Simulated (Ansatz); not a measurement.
# CCl₂: small, medium and large basis sets

Aim: see how fast density functionals and correlated methods converge with the basis set for CCl₂.

Method: one geometry, several basis sets; program: Ansatz 0.2.0, Gaussian basis.

Levels to be run: PBE0-D4/def2-SVP; ωB97M-V/def2-SVP; PBE0-D4/def2-QZVPP; ωB97M-V/def2-QZVPP; CCSD(T)/cc-pV(D+d)Z; CCSD(T)/cc-pV(T+d)Z; CCSD(T)/cc-pV(Q+d)Z; the functionals' def2-TZVPP values are taken from earlier runs.

## 1. Structure used throughout

The geometry comes from an earlier relaxation with PBE0-D4 in a triple-zeta def2 set; it is a stationary point.

SMILES `Cl[C]Cl`, 3 atoms, charge 0, spin multiplicity 1.

Atoms are counted from 1 here; the program's logs count them from 0.

Bond lengths: Cl1–C2 1.708 Å, C2–Cl3 1.708 Å. Angles: Cl1–C2–Cl3 109.5°.

## 2. PBE0-D4 in def2-SVP

Input file in.yaml:

```yaml
crystal:
  periodic: [false, false, false]
  atoms:
    - {symbol: Cl, position_ang: [1.236737, -0.329343, 0.644283]}
    - {symbol: C, position_ang: [-0.231611, -0.585136, -0.189822]}
    - {symbol: Cl, position_ang: [-1.005126, 0.914479, -0.454461]}
basis:
  gaussian: {orbitals: def2-SVP}
hamiltonian: {xc: pbe0, dispersion: d4}
output: {orbitals: {seedname: orbitals}}
```

Further steps of the session: ωB97M-V in def2-SVP; PBE0-D4 in def2-QZVPP; ωB97M-V in def2-QZVPP; CCSD(T) in cc-pV(D+d)Z; CCSD(T) in cc-pV(T+d)Z; CCSD(T) in cc-pV(Q+d)Z.

**Question.** What will the summary of the whole plan be? Wanted: MP2 correlation recovered, cc-pV(D+d)Z; MP2 correlation recovered, cc-pV(T+d)Z; MP2 correlation recovered, cc-pV(Q+d)Z; CCSD(T) limit from def2 sets; PBE0-D4: double and triple zeta above quadruple; ωB97M-V: double and triple zeta above quadruple.

**Answer**, as computed:

| quantity | value |
| --- | --- |
| MP2 correlation recovered, cc-pV(D+d)Z | 65.7 % |
| MP2 correlation recovered, cc-pV(T+d)Z | 86.4 % |
| MP2 correlation recovered, cc-pV(Q+d)Z | 94.3 % |
| CCSD(T) limit from def2 sets (earlier runs) less the limit of this series | -128 meV |
| PBE0-D4: double and triple zeta above quadruple | 10.82, 0.79 eV |
| ωB97M-V: double and triple zeta above quadruple | 10.71, 0.75 eV |

What this shows: For PBE0-D4 the step from double to triple zeta gains 10.03 eV and the next only 0.79 eV. Correlation climbs from 66 % (cc-pV(D+d)Z) to 94 % (cc-pV(Q+d)Z) of the limit; Hartree-Fock is 0.082 eV from its own by then. A limit from the def2 sets, made apart, differs by 128 meV, a least measure of the doubt on such a limit. Total energies overstate the basis error of differences, where much of it tends to cancel.
